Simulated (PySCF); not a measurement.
# Reproducing measurements on cyclopentanone

**The experiment to reproduce.**

From NIST CCCBDB Release 22 (SRD 101), experimental dipoles, for the gas: dipole moment 3.25 D.

The results are set against them at the end.

Compound: cyclopentanone, C₅H₈O.
SMILES with atom numbers: `[O:1]=[C:2]1[CH2:3][CH2:4][CH2:5][CH2:6]1` (hydrogens: H7, H8 on C3; H9, H10 on C4; H11, H12 on C5; H13, H14 on C6)

Cartesian coordinates in Å at the PBE0-D3(BJ)/def2-SVP level; atoms count from 1:
```
atom  x, y, z in Å
O1    -0.400    2.522   -0.091
C2    -0.212    1.336   -0.047
C3     1.141    0.641   -0.136
C4     0.868   -0.806    0.264
C5    -0.574   -1.050   -0.201
C6    -1.285    0.264    0.106
H7     1.463    0.711   -1.190
H8     1.895    1.174    0.461
H9     0.926   -0.909    1.361
H10    1.584   -1.522   -0.165
H11   -0.586   -1.237   -1.289
H12   -1.038   -1.923    0.280
H13   -2.164    0.496   -0.512
H14   -1.618    0.301    1.159
```

Runs made with PySCF (gas phase, on this PBE0-D3(BJ)/def2-SVP geometry; no spin–orbit coupling):

```
                             level                                                                      job  basis functions
PBE0-D3(BJ)/def2-SVP, grid level 1                              geometry optimisation from an MMFF94s start              124
                     PBE0/pcSseg-1                                  shieldings, charges and field gradients              142
                  wB97X-D/pcSseg-2                                                               shieldings              328
                       B3LYP/pcJ-1  spin–spin couplings from 13 perturbed nuclei, spin–dipole term left out              242
```

## Comparison

**Dipole moment.** Measured: 3.25 D (NIST CCCBDB Release 22 (SRD 101), experimental dipoles).

| level | computed (D) | computed − measured (D) | % (from the printed values) |
| --- | --- | --- | --- |
| PBE0-D3(BJ)/def2-SVP | 2.87 | -0.38 | -12 |
| PBE0/pcSseg-1 | 3.04 | -0.21 | -6 |
| wB97X-D/pcSseg-2 | 3.26 | +0.01 | 0 |
| B3LYP/pcJ-1 | 3.05 | -0.20 | -6 |

Closest is wB97X-D/pcSseg-2 (+0.01 D), furthest PBE0-D3(BJ)/def2-SVP (-0.38 D); one molecule doesn't rank methods. The computed dipoles belong to one fixed geometry; measured ones are averaged over vibrations unless marked μe. Magnitudes are compared, not signs.

The geometry is computed, not the measured one. Where a level misses, the cause wasn't examined.
